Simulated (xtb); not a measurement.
xtb input (GFN1-xTB):

```bash
xtb mol.xyz --gfn 1 --sp --chrg -1 --uhf 0
```
mol.xyz:
```
9

O      0.67531939     0.08570826     1.21578690
C      0.06089834     0.12797473     0.10750752
C     -0.32763936     1.24106744    -0.61255944
C     -0.29036899    -1.24656785    -0.50134071
H     -0.90767409    -1.80678104     0.20937975
H     -0.85220183     1.15134108    -1.55652673
H     -0.11097141     2.23680331    -0.23962904
H      0.63084779    -1.82189023    -0.64414044
H     -0.81989546    -1.17998507    -1.45702293
```

End of the output:

```
         :::::::::::::::::::::::::::::::::::::::::::::::::::::
         ::                     SUMMARY                     ::
         :::::::::::::::::::::::::::::::::::::::::::::::::::::
         :: total energy             -13.934274703167 Eh    ::
         :: gradient norm              0.021803709450 Eh/a0 ::
         :: HOMO-LUMO gap              4.909321952840 eV    ::
         ::.................................................::
         :: SCC energy               -14.084474497607 Eh    ::
         :: -> electrostatic           0.194161514340 Eh    ::
         :: repulsion energy           0.152423038104 Eh    ::
         :: dispersion energy         -0.002223243663 Eh    ::
         :: halogen bond corr.         0.000000000000 Eh    ::
         :: add. restraining           0.000000000000 Eh    ::
         :: total charge              -1.000000000000 e     ::
         :::::::::::::::::::::::::::::::::::::::::::::::::::::

           -------------------------------------------------
          |                Property Printout                |
           -------------------------------------------------

    * Orbital Energies and Occupations

         #    Occupation            Energy/Eh            Energy/eV
      -------------------------------------------------------------
         1        2.0000           -0.4883765             -13.2894
         2        2.0000           -0.4394123             -11.9570
         3        2.0000           -0.3961624             -10.7801
         4        2.0000           -0.3489820              -9.4963
         5        2.0000           -0.3339070              -9.0861
         6        2.0000           -0.3301549              -8.9840
         7        2.0000           -0.3162617              -8.6059
         8        2.0000           -0.2749111              -7.4807
         9        2.0000           -0.2667055              -7.2574
        10        2.0000           -0.2599444              -7.0734
        11        2.0000           -0.1733202              -4.7163
        12        2.0000           -0.1409572              -3.8356 (HOMO)
        13                          0.0394570               1.0737 (LUMO)
        14                          0.0587339               1.5982
        15                          0.1065441               2.8992
        16                          0.1235146               3.3610
Note: The following floating-point exceptions are signalling: IEEE_DENORMAL
normal termination of xtb
        17                          0.1297493               3.5307
        18                          0.1682533               4.5784
        19                          0.3152616               8.5787
        20                          0.4367747              11.8852
        21                          0.4477588              12.1841
        22                          0.4949379              13.4679
        23                          0.5625359              15.3074
       ...                                ...                  ...
        26                          0.8611634              23.4334
      -------------------------------------------------------------
                  HL-Gap            0.1804143 Eh            4.9093 eV
             Fermi-level           -0.0507501 Eh           -1.3810 eV

  Mulliken/CM5 charges         n(s)   n(p)   n(d)
     1O    -0.72421 -0.76796   1.755  4.969  0.000
     2C     0.32675  0.34188   1.012  2.661  0.000
     3C    -0.39941 -0.49591   1.012  3.387  0.000
     4C    -0.12524 -0.26578   1.017  3.108  0.000
     5H    -0.00768  0.04550   1.008  0.000  0.000
     6H    -0.03119  0.02216   1.031  0.000  0.000
     7H    -0.01112  0.04306   1.011  0.000  0.000
     8H    -0.00768  0.04550   1.008  0.000  0.000
     9H    -0.02021  0.03154   1.020  0.000  0.000

Wiberg/Mayer (AO) data.
largest (>0.10) Wiberg bond orders for each atom

 ---------------------------------------------------------------------------
     #   Z sym  total        # sym  WBO       # sym  WBO       # sym  WBO
 ---------------------------------------------------------------------------
     1   8 O    1.729 --     2 C    1.412     3 C    0.210
     2   6 C    3.944 --     3 C    1.583     1 O    1.412     4 C    0.943
     3   6 C    3.795 --     2 C    1.583     6 H    0.984     7 H    0.982
                             1 O    0.210
     4   6 C    3.973 --     9 H    0.989     8 H    0.983     5 H    0.983
                             2 C    0.943
     5   1 H    1.022 --     4 C    0.983
     6   1 H    1.008 --     3 C    0.984
     7   1 H    1.011 --     3 C    0.982
     8   1 H    1.022 --     4 C    0.983
     9   1 H    1.014 --     4 C    0.989
 ---------------------------------------------------------------------------

Topologies differ in total number of bonds
Writing topology from bond orders to xtbtopo.mol

 dipole moment from electron density (au)
     X       Y       Z
  -0.6728  -0.8592  -1.1975  total (Debye):    4.118

           -------------------------------------------------
          | TOTAL ENERGY              -13.934274703167 Eh   |
          | GRADIENT NORM               0.021803709450 Eh/α |
          | HOMO-LUMO GAP               4.909321952840 eV   |
           -------------------------------------------------

------------------------------------------------------------------------
------------------------------------------------------------------------
 total:
 SCF:
```

It need not be the lowest isomer of its formula. Whether it binds its extra electron was not tested at this geometry.
